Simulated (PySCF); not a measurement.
Pentacarbon, C5 (singlet state).
Structure used (PBE0-D3(BJ)/def2-SVP), in Å, numbered top down from 1:
```xyz
5
C5 angstrom
C     -2.3205   -0.1937   -1.0835
C     -1.1556   -0.1005   -0.5313
C      0.0063   -0.0060    0.0185
C      1.1687    0.0876    0.5677
C      2.3343    0.1774    1.1195
```

The calculation used core-valence-separated Tamm–Dancoff BHandHLYP/aug-pcX-1 in PySCF, non-relativistic, gas phase, PBE0-D3(BJ)/def2-SVP geometry. The energies are unshifted.

The lowest roots of each edge with f over 0.003 (five at most, numbered afresh; weaker and dark ones are left out), with transition dipoles (au) in the frame of the coordinates:

```
root  edge  E (eV)       μx       μy       μz
   1     C  281.09  -0.0414  -0.0940   0.1030
   2     C  281.09   0.0474  -0.1105  -0.0818
   3     C  281.10  -0.0064  -0.0147   0.0158
   4     C  281.10   0.0073  -0.0172  -0.0130
   5     C  281.41  -0.0084   0.0132   0.0155
```

Task: What are the oscillator strengths?

Result: f = (2/3) ΔE |μ|², with ΔE in hartree (27.2114 eV):

| root | ΔE (Eh) | \|μ\|² (au) | f | core hole on |
| --- | --- | --- | --- | --- |
| 1 | 10.3300 | 0.021159 | 0.146 | C1/C5 |
| 2 | 10.3300 | 0.021148 | 0.146 | C1/C5 |
| 3 | 10.3301 | 0.000507 | 0.004 | C1/C5 |
| 4 | 10.3301 | 0.000518 | 0.004 | C1/C5 |
| 5 | 10.3415 | 0.000485 | 0.003 | C2/C4 |

Task: What is the unit vector of the molecular axis, and which share of each root's |μ|² lies along it?

Result: (0.90, 0.07, 0.43), up to sign.

```
root  core hole on  share along it  final orbital
   1         C1/C5            0.00              π
   2         C1/C5            0.00              π
   3         C1/C5            0.00              π
   4         C1/C5            0.00              π
   5         C2/C4            0.00              π
```

The 1s orbitals are σ, so light polarised along the axis reaches σ orbitals and light across it π orbitals.

Task: Molecules are fixed in this frame and the field points along (0, 1, 1)/√2. What effective strengths 3 f cos²θ do the roots have (θ between field and μ)?

Result: root 1 (C1/C5): 0.001, root 2 (C1/C5): 0.382, root 3 (C1/C5): 0.000, root 4 (C1/C5): 0.009, root 5 (C2/C4): 0.008. Root 2 is the strongest. Averaged over all orientations cos²θ is 1/3, which gives f back. For degenerate partners only the sum has meaning, as the program may mix them freely.

